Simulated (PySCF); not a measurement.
Working out the ionisation energy of O

O [He] 2s2 2p4 (3P) → O⁺ [He] 2s2 2p3 (4S). Calculation: PySCF 2.14, in ANO-RCC-VTZP (4s3p2d1f, 30 functions); scalar relativity by spin-free X2C-1e. Frozen: nothing. Energies in hartree (1 hartree = 27.21139 eV):

```csv
part,O (lower),O⁺ (upper)
UHF,-74.870627,-74.428428
CCSD correlation,-0.162877,-0.114686
(T),-0.002998,-0.001572
```

Question: What does Hartree-Fock give?

Answer: (-74.428428) − (-74.870627) = 0.442199 hartree = 12.033 eV.

Question: What do CCSD and CCSD(T) give?

Answer: The CCSD correlation energies differ by 0.048191 hartree = 1.311 eV and the triples by 0.001426 hartree = 0.039 eV, so CCSD gives 13.344 eV and CCSD(T) 13.383 eV.

Measured between the centres of the two terms (NIST): 13.608 eV, so CCSD(T) (valence and next inner shell) is off by -0.225 eV.

What remains against the reference includes basis incompleteness and higher excitations.
